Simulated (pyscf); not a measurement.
## Four-centre exchange: F–SiH₂–O–SiH₃ + F–CH₂–F → F–SiH(F)–O–SiH₃ + H₃C–F

Gas phase, singlet surface, charge 0. Bonds broken: Si1–H5, C11–F12. Bonds formed: Si1–F12, H5–C11. Structures and frequencies: ωB97X-D3(BJ)/def2-SVP in PySCF.

Transition state (Å):

```xyz
14

Si     0.4812    -0.6055     0.8554
F      0.1408    -1.7526     1.9874
O     -0.7391    -0.8953    -0.2302
Si    -1.2643    -0.1096    -1.5952
H      0.1267     0.5028     1.8965
H      1.8595    -1.0221     0.5221
H     -0.1860     0.0346    -2.6116
H     -2.3846    -0.8992    -2.1724
H     -1.7841     1.2506    -1.2484
F     -1.4080     1.9296     1.7953
C     -0.2206     2.0982     1.2894
F      0.8366     1.0388     0.0064
H      0.5741     2.3451     1.9965
H     -0.2814     2.6296     0.3379
```

One imaginary mode, 714i cm⁻¹; descent along it reached the two sides named.

```
bond     change  reactant side (Å)  saddle  product side
-------  ------  -----------------  ------  ------------
Si1–H5   breaks              1.479   1.561           3.3
C11–F12  breaks              1.364   1.971           3.4
Si1–F12   forms                3.0   1.884         1.617
H5–C11    forms                3.4   1.742         1.100
```

Electronic energies relative to the separated reactants (kcal/mol):

```tsv
level	barrier	reaction energy	reverse barrier
ωB97X-D3(BJ)/def2-TZVP	65.3	-48.5	113.8
PBE/def2-TZVP	57.1	-46.9	104.0
r²SCAN/def2-TZVP	58.7	-49.5	108.2
B3LYP-D3(BJ)/def2-TZVP	62.2	-49.1	111.4
PBE0-D3(BJ)/def2-TZVP	63.3	-47.8	111.1
M06-2X/def2-TZVP	67.9	-50.6	118.5
ωB97M-D3(BJ)/def2-TZVP	63.7	-49.6	113.2
HF/def2-TZVP	88.9	-49.4	138.2
```

With ωB97M-D3(BJ)/def2-TZVP energies and thermal terms (ideal gas, 1 atm, RRHO with modes under 100 cm⁻¹ raised to 100, one conformer, R ln 2 for chiral ones without a mode under 150 cm⁻¹), in kcal/mol:

| T (K) | ΔH‡ | ΔG‡ | ΔH | ΔG |
|---|---|---|---|---|
| 298 | 63.1 | 75.7 | -48.5 | -48.0 |
| 600 | 64.0 | 88.0 | -48.4 | -47.5 |
| 900 | 64.8 | 99.9 | -48.4 | -47.0 |
| 1200 | 65.6 | 111.5 | -48.6 | -46.6 |

From the product side, F–Si•(F)–O–SiH₃ + H• + H₃C–F lies, by one bond made or cut, 7.9 kcal/mol under this saddle at ωB97M-D3(BJ)/def2-TZVP. One saddle was located; it need not be the lowest between these sides.
